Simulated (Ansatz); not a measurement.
Coupled-cluster run, `CC1=CC=C1`.

```yaml
crystal:
  periodic: [false, false, false]
  atoms:
    - {symbol: C, position_ang: [-1.659536, 0.098621, 0.117099]}
    - {symbol: C, position_ang: [-0.194296, -0.007898, 0.098630]}
    - {symbol: C, position_ang: [0.781459, -0.238127, 0.975222]}
    - {symbol: C, position_ang: [1.838055, -0.112312, -0.164179]}
    - {symbol: C, position_ang: [0.875694, 0.118635, -1.050072]}
    - {symbol: H, position_ang: [-1.985181, 1.082844, -0.239384]}
    - {symbol: H, position_ang: [-2.053688, -0.054805, 1.123339]}
    - {symbol: H, position_ang: [-2.114488, -0.640242, -0.552869]}
    - {symbol: H, position_ang: [0.820473, -0.431926, 2.038333]}
    - {symbol: H, position_ang: [2.916214, -0.184174, -0.211902]}
    - {symbol: H, position_ang: [0.840694, 0.312182, -2.113418]}
basis:
  gaussian: {orbitals: def2-SVP}
correlation: {method: ccsd_t}
```

```sh
$ ansatz run in.yaml --threads 2 --pin off --events-out ev --progress --plain --max-ram 4352MiB
```

Output of Ansatz, abridged:

```
Functional definition: HF
1041 factors; integrals over basis functions are off by at most 1.4e-3 eV
mean field evaluation 1: about -5236.7904 eV, gradient 2.9e1 eV
mean field evaluation 2: about -5236.8015 eV, gradient 2.9e1 eV
mean field evaluation 4: about -5239.4132 eV, gradient 3.0e0 eV
mean field evaluation 8: about -5239.4447 eV, gradient 3.8e-4 eV
mean field -5239.44471506 eV, -192.5460418552 hartree, gradient 2.0e-6 eV, S^2 0.000000; 0 other end points of the search recorded, 0 dependent functions left out; unrestricted orbitals would lower it
5 core orbitals not correlated: weight in the atoms' cores, before any rotation towards them, 1.000 or more for the frozen orbitals, at most 0.000 for the correlated occupied ones
reference -5239.44471506 eV, -192.5460418552 hartree; 13, 13 occupied and 82, 82 virtual orbitals, 1041 factors
second order -18.08615369 eV of doubles, -0.00000000 eV of singles
cycle   1  -18.70922686 eV  change   -6.2e-1 eV  update   9.8e-2
cycle   2  -19.27379270 eV  change   -5.6e-1 eV  update   3.6e-2
cycle   3  -19.39680472 eV  change   -1.2e-1 eV  update   1.7e-2
cycle   4  -19.40311753 eV  change   -6.3e-3 eV  update   6.9e-3
cycle   5  -19.40661481 eV  change   -3.5e-3 eV  update   2.9e-3
cycle   6  -19.40587157 eV  change    7.4e-4 eV  update   1.3e-3
cycle   7  -19.40560320 eV  change    2.7e-4 eV  update   5.2e-4
cycle   8  -19.40565933 eV  change   -5.6e-5 eV  update   2.2e-4
cycle   9  -19.40562712 eV  change    3.2e-5 eV  update   9.3e-5
cycle  10  -19.40561709 eV  change    1.0e-5 eV  update   4.4e-5
cycle  11  -19.40565104 eV  change   -3.4e-5 eV  update   1.5e-5
cycle  12  -19.40564174 eV  change    9.3e-6 eV  update   4.9e-6
perturbative correction -0.79783320 eV, -0.0293198295 hartree
Total energy: -5259.64819000 eV, -193.2885058650 hartree
```

It took 9 s on 2 threads of an Arm Neoverse V1 on a shared host, with 0.45 GiB of host memory at the peak.

MP2 recovers 89.5 % of the CCSD(T) correlation energy and the triples give 3.9 %; T1 = 0.0115.
